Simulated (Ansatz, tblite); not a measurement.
# InF3: charged states by level of theory

The task here is to estimate one member of a computed series from the others.

The runs use Ansatz 0.2.0, Gaussian basis; as each input shows.

Plan: charge +1 doublet, at the geometry of the singlet (PBE0-D4/def2-TZVP, PBE-D4/def2-TZVP, r2SCAN-D4/def2-TZVP, CCSD(T)/def2-TZVPP); the starting singlet's energies come from earlier runs.

1 further run of the same task is left out (it didn't finish). Runs told in other sessions of the task aren't counted.

## The geometry

The singlet was relaxed beforehand with PBE0-D4/def2-TZVP.

4 atoms, charge 0, spin multiplicity 1.

Atoms are counted from 1 here; the program's logs count them from 0.

Bond lengths: In1–F2 1.918 Å, In1–F3 1.918 Å, In1–F4 1.918 Å. Angles: F2–In1–F3 119.9°, F2–In1–F4 120.0°, F3–In1–F4 120.0°.

In takes a core potential in the def2 sets. No spin-orbit coupling is included.

Set-up of the first run:

The input, in.yaml:

```yaml
crystal:
  periodic: [false, false, false]
  atoms:
    - {symbol: In, position_ang: [-0.000273, -0.000514, -0.000024]}
    - {symbol: F, position_ang: [1.917867, -0.026972, 0.012969]}
    - {symbol: F, position_ang: [-0.934105, 1.675105, -0.017432]}
    - {symbol: F, position_ang: [-0.983489, -1.647619, 0.004487]}
basis:
  gaussian: {orbitals: def2-SVP}
total_charge: 1
magnetization: {spin_polarized: true, initial_magnetization: 1}
hamiltonian: {xc: pbe0, dispersion: d4}
output: {orbitals: {seedname: orbitals}}
```

Command:

```sh
ansatz run in.yaml --threads 4 --pin off --events-out ev --progress --plain --max-ram 3916MiB
```

Steps of the session up to this table: Charge +1 doublet at the fixed geometry, first pass, PBE0-D4/def2-SVP; Charge +1 doublet at the fixed geometry, PBE0-D4/def2-TZVP; Charge +1 doublet at the fixed geometry, PBE-D4/def2-TZVP; Charge +1 doublet at the fixed geometry, r2SCAN-D4/def2-TZVP; Charge +1 doublet at the fixed geometry, CCSD(T)/def2-TZVPP.

One of the session's tables, all rows but one given; the rest of the session is left out.

It belongs to the step «Vertical ionisation energy». 

```
             method  vertical ionisation energy (eV)
      HF/def2-TZVPP                                ?
   PBE-D4/def2-TZVP                            12.77
r2SCAN-D4/def2-TZVP                            13.04
  PBE0-D4/def2-TZVP                            13.54
     MP2/def2-TZVPP                            14.69
    CCSD/def2-TZVPP                            14.24
 CCSD(T)/def2-TZVPP                            14.25
```

**Question.** Estimate the row for HF/def2-TZVPP.

As computed: vertical ionisation energy (eV): 12.71. In the column «vertical ionisation energy (eV)» it is the lowest.
